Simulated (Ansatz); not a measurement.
A rate constant, worked out

An elementary step of CH$_{7}$NSi, closed shell (CH₄Si ([CH3][SiH]) + NH₃ → CH₇NSi ([CH3][SiH2][NH2]); H–N broken or loosened, Si–H, Si–N formed or tightened). The start structure is the complex of the reactants, bound by 1.08 eV, and the electronic barrier above it is 1.493 eV by CCSD(T) at an estimated basis limit (MP2 extrapolated from triple and quadruple zeta, plus CCSD(T) − MP2 in triple zeta). Ansatz 0.2.0; basis: def2-TZVPP and def2-QZVPP; cores frozen in the correlated methods. Extrapolation: Hartree–Fock as exp(−7.88 √X), correlation as X^−2.97. Harmonic wavenumbers at PBE0-D4/def2-TZVP (Ansatz 0.2.0), in cm⁻¹:

Start: 144, 166, 214, 413, 553, 594, 627, 640, 792, 864, 914, 1244, 1259, 1446, 1453, 1646, 1652, 1982, 3013, 3090, 3102, 3469, 3586, 3608.

Saddle: 1548i, 149, 195, 280, 529, 597, 608, 655, 709, 776, 866, 907, 1199, 1257, 1438, 1450, 1532, 1876, 2147, 3035, 3119, 3136, 3486, 3642.

(1) Work out the transition-state-theory rate constant at 400 K from these numbers alone (harmonic vibrations; rotation, path degeneracy and anharmonicity left out), and the Wigner tunnelling factor. Use 1 cm⁻¹ = 1.2398 × 10⁻⁴ eV and k_B = 8.617 × 10⁻⁵ eV/K.

No T1 diagnostic of these runs exceeds 0.013. The restricted Hartree–Fock reference is unstable towards an unrestricted one at one or more of these structures.

Results:

(1) Zero-point energies, half the sums: start 36471/2 cm⁻¹ = 2.2609 eV; saddle, real modes only, 33588/2 cm⁻¹ = 2.0822 eV.
Barrier with zero-point energy: 1.493 + 2.0822 − 2.2609 = 1.3143 eV.
k_BT = 0.03447 eV, so the barrier is 38.13 k_BT.
Vibrational partition functions from the zero-point level, ln q = −Σ ln(1 − exp(−hν/k_BT)): start 3.256, saddle 2.794.
k = (k_BT/h) exp(ln q‡ − ln q) exp(−E0/k_BT), with log₁₀(k_BT/h in s⁻¹) = 12.92: log₁₀ k = 12.92 + (-0.462 − 38.13)/2.3026 = -3.84, so k ≈ 1 × 10^(-4) s⁻¹.
Wigner factor: 1 + (hν‡/k_BT)²/24 = 1 + (5.57)²/24 = 2.29, too large for this simple formula to be trusted. A change of 1 kcal/mol (0.043 eV) in the barrier would change k by a factor of 3.5 at this temperature.

Losses and insertions of silylenes and their heavier kin drive the gas-phase chemistry of silicon and germanium vapour deposition.

Labels in which every atom is bracketed show which atoms are joined, not bond orders.

For scale, one of the runs: CCSD(T)/def2-TZVPP, 202 basis functions, launched by `ansatz run in.yaml --threads 2 --pin off --events-out ev --progress --plain --max-ram 4352MiB`. Hardware: 2 CPU threads, shared host. Wall time 18 s; peak host memory 2.7 GiB.
